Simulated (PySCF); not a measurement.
## Assignment exercise: C₅H₃N

Structure with atom numbers: `[CH2:1]=[C:2]=[C:3]=[CH:4][C:5]#[N:6]` (H(Xn): hydrogen on atom n).

PySCF calculation with σ from GIAO-CAM-B3LYP/pcSseg-2, coordinates at the PBE0-D3(BJ)/def2-SVP level and B3LYP/pcJ-1 coupling constants; no solvent model, no relativistic terms, one conformer, rapidly exchanging positions averaged.

Shifts are taken against calculated references (same method and geometry level): ¹³C (182.55 ppm), ¹H (31.34 ppm) vs TMS.

(1) Assign these signals to the numbered atoms. ¹³C{¹H} NMR (computed): δ 211.1, 190.0, 122.7, 117.1, 88.7.

(2) Assign these signals to the numbered atoms. ¹H NMR (300 MHz, computed): δ 6.01 (d, J = 11.9 Hz, 2H), 5.49 (t, J = 11.9 Hz, 1H).

## Answers

(1) 
211.1 → C3, central carbon of an allene: the central sp carbon of an allene is among the most deshielded carbons of hydrocarbons
190.0 → C2, central carbon of an allene
122.7 → C5, nitrile carbon: C≡N carbons fall here, among the sp2 signals but without a proton
117.1 → C1, terminal carbon of a cumulated C=C=C unit
88.7 → C4, terminal carbon of a cumulated C=C=C unit

(2) 
```tsv
δ (ppm)	atoms	environment	reason
6.01	H(C1)	hydrogen on a terminal carbon of a cumulated C=C=C unit	attached to an sp2 carbon and in the plane of the double bond
5.49	H(C4)	hydrogen on a terminal carbon of a cumulated C=C=C unit	–
```

Splittings below 1 Hz are ignored in the labels, and close J values are merged. Shifts are as computed, not scaled to solution data. Of 1211 compounds with measured shifts, 218 miss one by over three times the rms of a fit or turn the order of signals round; such compounds aren't used in these exercises.
